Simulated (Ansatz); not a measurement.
Gas-phase electronic energies from Ansatz, PBE0-D4/def2-TZVP geometries. CCSD(T)/CBS adds triple-zeta CCSD(T) − MP2 to the extrapolated MP2 energy (def2 sets, frozen cores). This one scheme is used for every species. DFT in def2-TZVPP. One conformer a species, not always the lowest.

Consider the substitution at a C–O bond: `OC(O)(O)O` + H–F → `OC(O)(O)F` + H₂O.

Q: Is it downhill or uphill in electronic energy at CCSD(T)/CBS, and by how much? (An estimate is asked.)

A: Ansatz gave: Uphill: ΔE = +6.4 kJ/mol.

Q: What do these levels give: revPBE-D4, r2SCAN0-D4, ωB97X-V, ωB97M-V, B2PLYP, r2SCAN, LC-ωPBE, MP2/def2-SVP, HF/def2-QZVPP, MP2/def2-QZVPP, HF/CBS(def2), CCSD/CBS(def2)? (Estimate.)

A: Ansatz gave: revPBE-D4 3.8, r2SCAN0-D4 1.8, ωB97X-V 1.6, ωB97M-V 1.8, B2PLYP 2.0, r2SCAN -1.0, LC-ωPBE 2.1, MP2/def2-SVP 7.0, HF/def2-QZVPP -3.2, MP2/def2-QZVPP 8.9, HF/CBS(def2) -3.2, CCSD/CBS(def2) 5.6 kJ/mol.

Q: What do rigid-rotor, harmonic-oscillator terms from PBE0-D4/def2-TZVP frequencies (298.15 K, 1 bar) make of the CCSD(T)/CBS value? (Best estimate.)

A: Computed: ΔZPE = -0.6 kJ/mol, ΔH = +6.1 kJ/mol, ΔS = 17 J/(mol·K), ΔG = +1.0 kJ/mol.

Largest T1 diagnostic among the species: 0.011.

Leaving LDA and LC-ωPBE aside and taking each functional with its dispersion term where it has one, the values, not all of them listed here, spread over 7.5 kJ/mol, from B97M-V to PBE-QIDH. LDA lies +5.7 kJ/mol from PBE without D4. In def2-TZVPP, CCSD(T) changes the Hartree–Fock value by +8.7 kJ/mol (the triples alone add +0.8 kJ/mol) and MP2 by +11.5 kJ/mol.
